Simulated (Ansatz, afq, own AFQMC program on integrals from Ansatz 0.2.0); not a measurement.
# C2H4, singlet: AFQMC among the cluster methods

| atom | x (Å) | y (Å) | z (Å) |
| --- | --- | --- | --- |
| C | 0.0000 | 0.0000 | 0.6615 |
| C | 0.0000 | 0.0000 | -0.6615 |
| H | 0.0000 | 0.9232 | 1.2310 |
| H | 0.0000 | -0.9232 | 1.2310 |
| H | 0.0000 | 0.9232 | -1.2310 |
| H | 0.0000 | -0.9232 | -1.2310 |

Connectivity, by distances: CH2–CH2.

Basis 6-31G. Noble-gas cores (and the filled d shells of Ga–Kr and In–Xe) are frozen. AFQMC by an in-house program on the Cholesky factors that Ansatz 0.2.0 writes for its CCSD(T) run. The CISD trial takes its coefficients from CCSD amplitudes. Released means that phaseless walkers are propagated on without the constraint, phases kept. ± is one standard error of the sampling.

Determinant: RHF, the one that the program's search chose, which needn't be the lowest solution. The geometry is a point of a scan.

No full CI on the walks' own integrals is used here; CCSDT(Q) serves as the reference and is uncertain by about the last step of the cluster series.

```
T1 diagnostic                               : 0.0094
weight of the determinant in the CISD state : 0.897
size of the correlated space                : 12 electrons in 24 orbitals
```

```csv
level,correlation energy (eV)
MP2,-4.8730
CCSD,-5.6171
CCSD(T),-5.7571
```

Problem. Estimate where phaseless AFQMC with the Hartree–Fock trial lies against CCSD(T) on the same integrals.

Solution. 79.1 ± 57.9 meV below CCSD(T). The gap is under twice the noise, so this walk alone can't tell the two apart.

Reference: CCSDT(Q), correlation energy -5.776 eV. The released energy is read at 2.40 1/Eh (meV from the phaseless value at times in 1/Eh: -7 ± 9 at 0.24, -7 ± 9 at 0.51, 6 ± 7 at 0.99, -17 ± 9 at 1.62, -14 ± 10 at 2.40).

| level | E − E(reference) (meV) | share of correlation (%) |
| --- | --- | --- |
| CCSD(T) | 18.8 | 99.67 |
| CCSDT | 9.8 | 99.83 |
| ph-AFQMC/HF | -60.3 ± 57.9 | 101.04 |
| ph-AFQMC/CISD | 5.7 ± 7.7 | 99.90 |
| released AFQMC | -8.6 ± 9.7 | 100.15 |

A walk keeps the symmetry of its determinant, which the program's search chose and which needn't be the lowest solution, so a lower state of the same spin and another symmetry isn't excluded. Released energies are given only where the last usable release times agree within the noise; a slower fall can still hide under it.
